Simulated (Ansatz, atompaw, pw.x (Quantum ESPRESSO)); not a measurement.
# Equation-of-state test of one PAW (atompaw) potential (Li (Z = 3))

* Element: lithium
* Generator: atompaw 4.2.0.5
* Type: PAW
* Functional: PBEsol
* Relativity: scalar-relativistic
* Frozen core: [He]
* Valence charge: 1
* Reference configuration: 2s1 2p0
* Partial waves: 2s (bound): rc 3.00 bohr; 2s channel at 0.15 Ry: rc 2.30 bohr; 2p (bound, empty): rc 3.00 bohr; 2p channel at 0.35 Ry: rc 3.00 bohr; 3d channel at 0.05 Ry: rc 3.00 bohr
* Local potential: bessel scheme, radius 2.95 bohr
* Core correction: smooth core density matched at 1.46 bohr
* Augmentation charge: besselshape compensation charge, radius 3.00 bohr; PAW radius 3.00 bohr; waves and projectors: custom polynom2 7 10 vanderbiltortho

Atomic tests: cutoffs needed: 6 Ry and 6 Ry (the cutoffs (Ry, on a coarse ladder) from which the occupation-weighted sum of valence levels, in a spherical-Bessel basis at the reference potential, stays within 10 and 1 mRy of its value at 400 Ry); ghost test: no extra level below or beside the all-electron valence levels (s, p, d, f tested) (spherical-Bessel basis up to 400 Ry, 20 bohr box); lowest eigenvalue of the overlap operator: 0.79 (s channel).

Crystal test: diamond Li in pw.x 7.5, no spin, 8³ k-points, Fermi–Dirac smearing 0.01 Ry, cutoffs 40/400 Ry. The reference is all-electron LAPW (Ansatz 0.2.0) with the same functional, mesh and smearing; V0 and B0 come from Birch–Murnaghan fits to the pressures at five volumes. Errors are pseudo minus all-electron; Δ is the rms difference of the E(V) curves that follow from these fits, minima aligned, over ±6 % about the mean V0. Mesh and smearing are coarse, so the numbers serve the comparison and aren't converged zero-temperature values; the lattice is a test structure that the element need not adopt.

```tsv
V (Å³/atom)	P all-electron (GPa)	P pseudo (GPa)
24.641	0.28	0.45
25.290	0.13	0.27
25.938	-0.02	0.11
26.586	-0.14	-0.03
27.235	-0.26	-0.17
```

All-electron: a0 = 5.914 Å (V0 = 25.86 Å³/atom), B0 = 5.4 GPa.

Pseudopotential: mean pressure error (GPa): +0.13; a0 (Å): 5.957; a0 error (%): +0.72; B0 error (%): +6.7; Δ (meV/atom): 0.7. The largest radius (3.00 bohr) exceeds half the bond length (2.42 bohr), so the spheres overlap, which is one possible source of error among others. This is a poor potential for the solid.

Problem. At the middle volume, how do free energy and pressure move when the wave cutoff is lowered (ecutrho held at 400 Ry)?

Solution.

```
cutoff (Ry)  shift of F (meV/atom)  shift of P (GPa)
         18                   +1.0             -0.01
         24                   +0.3             -0.01
         32                   +0.0             +0.00
```

The run at the middle volume (29 k-points, 9 iterations) took about 15 s on one core of a shared host (Intel(R) Xeon(R) Platinum 8259CL CPU @ 2.50GHz, 96 threads, 755 GiB, load 27).
